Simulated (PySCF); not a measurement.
CH3O, SMILES C[O] (connectivity only; charge and spin as stated), charge -1, multiplicity 1. Coordinates come from a B3LYP-D3(BJ)/def2-TZVPD optimisation. The spin state was assumed, not searched. The isomer is the one that the SMILES or the coordinates give; other isomers of the formula were not compared.

The numbers are results of B3LYP-D3(BJ)/def2-TZVPD (PySCF), not measurements.

Harmonic wavenumbers (cm⁻¹): 1140, 1167, 1167, 1437, 1437, 1459, 2469, 2469, 2600. Rotational constants (GHz): 159.1, 27.86, 27.86; symmetry number 3.

**Question.** Work out the zero-point energy and the ideal-gas rigid-rotor harmonic-oscillator thermochemistry at 298.15 K and 1 atm.

**Answer.** ZPE = ½ Σ hcν = ½ × 15345 cm⁻¹ = 21.94 kcal/mol. H − E(el) = 24.36 kcal/mol. Entropy in cal/(mol K): translation 36.23, rotation 16.32, vibration 0.19, total 52.74. G − E(el) = 8.63 kcal/mol. Cp = 8.93 cal/(mol K).
